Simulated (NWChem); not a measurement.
Molecule: formaldehyde (CH2O); SMILES O=C

Task: Give the equilibrium geometry at PBE-D3(BJ)/def2-SVP (NWChem) as a list of bonds and angles, with the point group.

Result: point group C2v; any orientation.
Bonded distances (Å): C1–O2 1.208, C1–H3 1.132, C1–H4 1.132. Angles (°): O2–C1–H3 122.7, O2–C1–H4 122.7, H3–C1–H4 114.6.
